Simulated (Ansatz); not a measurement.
in.yaml

```yaml
crystal:
  periodic: [false, false, false]
  atoms:
    - {symbol: Ge, position_ang: [0.000000, 0.000000, 0.534147]}
    - {symbol: B, position_ang: [0.000000, 0.000000, -3.156853]}
    - {symbol: H, position_ang: [0.000000, 1.255258, 1.418794]}
    - {symbol: H, position_ang: [0.000000, -1.255258, 1.418794]}
    - {symbol: H, position_ang: [0.000000, 1.042369, -3.736262]}
    - {symbol: H, position_ang: [0.000000, -1.042369, -3.736262]}
basis:
  gaussian: {orbitals: cc-pVDZ}
magnetization: {spin_polarized: false, initial_magnetization: 1}
correlation: {active_space: {ras: {orbitals: [5, 1, 40], electrons: 11, max_holes: 2, max_particles: 2}, fixed_orbitals: true}}
scf: {lower_state_search: off}
output: {forces: true}
```

```sh
$ ansatz run in.yaml --threads 1 --pin off --events-out ev --progress --plain --max-ram 2393MiB
```

(1) Roughly how long does this take on 1 thread of Arm Neoverse V1, shared host, and how much host memory?

```
these checks for a lower state are left out or cut short: starts, cluster_reference, orbital_swaps, neighbouring_geometries, increment
632 factors; integrals over basis functions are off by at most 1.2e-3 eV
mean field evaluation 1: about -57201.8275 eV, gradient 1.1e1 eV
mean field evaluation 2: about -57201.8485 eV, gradient 1.1e1 eV
mean field evaluation 4: about -57203.2076 eV, gradient 1.1e0 eV
mean field evaluation 8: about -57203.2199 eV, gradient 2.7e-1 eV
mean field -57203.22080216 eV, -2102.1795907437 hartree, gradient 2.5e-6 eV, S^2 0.750000; 0 other end points of the search recorded, 0 dependent functions left out
reference -57203.22080216 eV, -2102.1795907437 hartree; 21, 20 occupied and 40, 41 virtual orbitals, 632 factors
state -57208.19684957 eV, -2102.3624571132 hartree
the calculation of the forces begins
mean field evaluation 16: about -57203.1818 eV, gradient 2.5e-1 eV
Total energy: -57208.19684957 eV, -2102.3624571132 hartree
Atom 0 at     0.000000     0.000000     0.534147 Å, force    -0.000000    -0.000000    -2.191276 eV/Å
Atom 1 at     0.000000     0.000000    -3.156853 Å, force     0.000000     0.000000    -0.176815 eV/Å
Atom 2 at     0.000000     1.255258     1.418794 Å, force    -0.000000     0.241660     1.209528 eV/Å
Atom 3 at     0.000000    -1.255258     1.418794 Å, force     0.000000    -0.241660     1.209528 eV/Å
Atom 4 at     0.000000     1.042369    -3.736262 Å, force     0.000000     0.428302    -0.025482 eV/Å
Atom 5 at     0.000000    -1.042369    -3.736262 Å, force    -0.000000    -0.428302    -0.025482 eV/Å
Dipole moment:     0.000000     0.000000     0.083277 e Å
Checks for a lower state left out: starts, cluster_reference, orbital_swaps, neighbouring_geometries, increment
```

Natural occupations: 1.9724 1.9689 1.9666 1.9641 1.9421 0.9912 0.0330 0.0235 0.0199 0.0139 0.0138 0.0120 0.0089 0.0065 0.0063 0.0059 0.0058 0.0053 0.0052 0.0052 0.0041 0.0036 0.0034 0.0026.

Forces (eV/Å):
```
Ge   0.000  0.000 -2.191
B    0.000  0.000 -0.177
H    0.000  0.242  1.210
H    0.000 -0.242  1.210
H    0.000  0.428 -0.025
H    0.000 -0.428 -0.025
```

Answers

(1) 5.5 s wall and 0.27 GiB.
